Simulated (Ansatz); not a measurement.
Input file:

```yaml
crystal:
  periodic: [false, false, false]
  atoms:
    - {symbol: Si, position_ang: [0.000000, 0.000000, 0.649966]}
    - {symbol: B, position_ang: [0.000000, 0.000000, -1.342837]}
    - {symbol: H, position_ang: [0.000000, -1.075954, -1.853888]}
    - {symbol: H, position_ang: [0.000000, 1.075954, -1.853888]}
basis:
  gaussian: {orbitals: cc-pVDZ}
magnetization: {spin_polarized: false, initial_magnetization: 5}
correlation: {method: ccsdt_q, electrons: outside_noble_gas}
```

```sh
$ ansatz run in.yaml --threads 1 --pin off --events-out ev --progress --plain --max-ram 2816MiB --backend cpu
```

Log:

```
784 factors; integrals over basis functions are off by at most 1.7e-7 eV
mean field evaluation 1: about -8554.4982 eV, gradient 1.1e1 eV
mean field evaluation 2: about -8554.5408 eV, gradient 1.1e1 eV
mean field evaluation 4: about -8555.7648 eV, gradient 1.6e0 eV
mean field evaluation 8: about -8555.8552 eV, gradient 5.0e-1 eV
mean field evaluation 16: about -8555.8688 eV, gradient 1.1e-3 eV
mean field evaluation 32: about -8556.3462 eV, gradient 5.2e-1 eV
mean field evaluation 64: about -8553.6846 eV, gradient 1.6e1 eV
mean field evaluation 96: about -8556.7394 eV, gradient 1.8e-6 eV
mean field evaluation 128: about -8551.6949 eV, gradient 2.7e-3 eV
mean field evaluation 160: about -8556.7394 eV, gradient 4.1e-3 eV
mean field evaluation 192: about -8556.7394 eV, gradient 9.3e-3 eV
mean field -8556.73943931 eV, -314.4543744285 hartree, gradient 1.8e-6 eV, S^2 8.750000; 8 other end points of the search recorded, 0 dependent functions left out
mean field evaluation 224: about -8554.8570 eV, gradient 9.2e0 eV
mean field evaluation 256: about -8556.5567 eV, gradient 1.1e0 eV
determinant -8556.73943931 eV, -314.4543744285 hartree, with singles and doubles -8560.50980769 eV, -314.5929329108 hartree
determinant -8555.86877308 eV, -314.4223780344 hartree, with singles and doubles -8560.25151022 eV, -314.5834406538 hartree
determinant -8553.41512292 eV, -314.3322080544 hartree, with singles and doubles -8556.92151053 eV, -314.4610654222 hartree
determinant -8556.73943931 eV, -314.4543744285 hartree, with singles and doubles -8560.51015789 eV, -314.5929457803 hartree
determinant -8555.86877308 eV, -314.4223780344 hartree, with singles and doubles -8560.25139633 eV, -314.5834364685 hartree
6 core orbitals not correlated: weight in the atoms' cores, before any rotation towards them, 1.000 or more for the frozen orbitals, at most 0.000 for the correlated occupied ones
reference -8556.73943931 eV, -314.4543744285 hartree; 7, 2 occupied and 29, 34 virtual orbitals, 784 factors
second order -2.90931490 eV of doubles, -0.05172851 eV of singles
cycle   1  -3.50623896 eV  change   -5.4e-1 eV  update   6.8e-2
cycle   2  -3.81561354 eV  change   -3.1e-1 eV  update   3.5e-2
cycle   3  -3.86371184 eV  change   -4.8e-2 eV  update   2.2e-2
cycle   4  -3.89127071 eV  change   -2.8e-2 eV  update   1.4e-2
cycle   5  -3.89324232 eV  change   -2.0e-3 eV  update   4.9e-3
cycle   6  -3.89326345 eV  change   -2.1e-5 eV  update   2.1e-3
cycle   7  -3.89393879 eV  change   -6.8e-4 eV  update   8.9e-4
cycle   8  -3.89447797 eV  change   -5.4e-4 eV  update   4.2e-4
cycle   9  -3.89442685 eV  change    5.1e-5 eV  update   1.8e-4
cycle  10  -3.89434684 eV  change    8.0e-5 eV  update   7.5e-5
cycle  11  -3.89435417 eV  change   -7.3e-6 eV  update   3.5e-5
cycle  12  -3.89438217 eV  change   -2.8e-5 eV  update   2.0e-5
cycle  13  -3.89439235 eV  change   -1.0e-5 eV  update   1.0e-5
cycle  14  -3.89439255 eV  change   -2.0e-7 eV  update   5.3e-6
cycle  15  -3.89438736 eV  change    5.2e-6 eV  update   2.7e-6
cycle  16  -3.89438546 eV  change    1.9e-6 eV  update   1.2e-6
cycle  17  -3.89438518 eV  change    2.8e-7 eV  update   6.3e-7
perturbative correction -0.00356399 eV, -0.0001309741 hartree
Total energy: -8560.63738848 eV, -314.5976214183 hartree
```

For the same geometry and basis RCCSDTQ lies 0.6 meV lower.

Ran on 1 thread of AMD EPYC 7R13, shared host: 12 s wall, 0.27 GiB peak host memory.
